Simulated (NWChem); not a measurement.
Species: ammonia (NH₃); SMILES N

Computed with NWChem. Coordinates come from a PBE0/def2-SVP optimisation. Core excitations by TDA in a window of 1s orbitals, non-relativistic and unshifted: absolute energies depend strongly on the exact-exchange share.

Estimate the computed values for N K edge, BHandHLYP/cc-pVTZ. Quantities: first 1s excitation (eV); dipole oscillator strength of the first; first state with f > 0.002 (eV); dipole oscillator strength of that state.


```yaml
first 1s excitation (eV): 399.1
dipole_oscillator_strength_of_the_first: 0.0090
first state with f > 0.002 (eV): 399.1
dipole_oscillator_strength_of_that_state: 0.0090
```
